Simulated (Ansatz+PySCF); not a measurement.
A calculation with Ansatz (development build ahead of 0.2.0).

```yaml
crystal:
  periodic: [false, false, false]
  atoms:
    - { symbol: Na, position_ang: [0.0, 0.0, 0.0] }
    - { symbol: Si, position_ang: [1.26227, 1.68303, 3.64387] }
basis:
  gaussian: { orbitals: STO-3G }
magnetization:
  initial_magnetization: 1
hamiltonian:
  xc: hf
correlation:
  method: fci
  frozen_orbitals: { Na: 1, Si: 5 }
```

The input is written out in the form of the current development build from the run's settings.

The run gave:

```yaml
Converged: yes
Total_energy: -445.19242 hartree
State: lowest doublet root, of any spatial symmetry
```
